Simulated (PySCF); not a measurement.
Gas-phase reaction: HCHO (formaldehyde) + 2 C2H6 → C4H10 (isobutane) + CH3OH

Method: PySCF energies (xtb for GFN2) plus ideal-gas RRHO corrections (1 bar). 'Table' is the NASA 1993 thermochemical table (part measured, part estimated). † marks an energy on the PBE0/def2-TZVP geometry and frequencies; other levels use their own. MP2 freezes the core. All species are closed-shell singlets. B3LYP is the form with VWN-RPA correlation. MP2 isn't extrapolated to the basis-set limit.

| level | ΔH°(298 K), kJ |
|---|---|
| table | -59.6 |
| B3LYP/def2-TZVP† | [?] |
| GFN2-xTB | -107.2 |
| HF/def2-TZVP† | [?] |
| M06-2X/def2-TZVP† | [?] |
| MP2/def2-SVP† | -46.0 |
| MP2/def2-TZVPP† | -61.8 |
| PBE0/def2-SVP† | -57.2 |
| PBE0/def2-TZVP | -55.4 |
| r2SCAN/def2-TZVP† | -52.3 |
| ωB97X-V/def2-TZVP† | [?] |

**Question.** Fill in the missing entries.

**Answer.** 
- B3LYP/def2-TZVP†, ΔH°(298 K), kJ: -24.9
- HF/def2-TZVP†, ΔH°(298 K), kJ: -19.2
- M06-2X/def2-TZVP†, ΔH°(298 K), kJ: -60.1
- ωB97X-V/def2-TZVP†, ΔH°(298 K), kJ: -56.3
